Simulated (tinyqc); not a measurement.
A ladder of methods, and size consistency: correlation methods against full CI in the sto-3g basis, for LiH, spin multiplicity 1. Computed by the program tinyqc with PySCF. All electrons correlated; +Q is the Davidson correction (1 - c0^2) E_corr. The last columns treat two copies 100 angstrom apart as one system. FCI is the lowest singlet.

Geometry (angstrom):
```
atom       x       y       z
Li    0.0000  0.0000  0.0000
H     0.0000  0.0000  1.9360
```

RHF energy of one = -7.837566 hartree

Correlation energies (hartree):
```
method   E_corr of one  share of FCI (%)  E_corr of two at 100 angstrom  two minus twice one (mhartree)
MP2           -0.01656            58.777                       -0.03312                       -4.30e-05
CISD          -0.02816            99.928                       -0.05403                           2.280
CISD+Q        -0.02944           104.471                       -0.05813                           0.748
CCSD          -0.02816            99.942                       -0.05632                       -1.02e-04
CCSD(T)       -0.02817            99.989                       -0.05635                       -1.01e-04
FCI           -0.02818           100.000                              -                               -
```

What does the comparison show, and why?

MP2 recovers 59 %, CISD 99.9 % and CCSD 99.9 % of the FCI value (c0^2 = 0.955 in CISD). MP2 and coupled cluster are size consistent, so their last column vanishes but for a trace of long-range electrostatics; CISD loses 2.28 mhartree, since a double excitation on each copy is a quadruple of the pair, and the Davidson correction leaves +0.75.
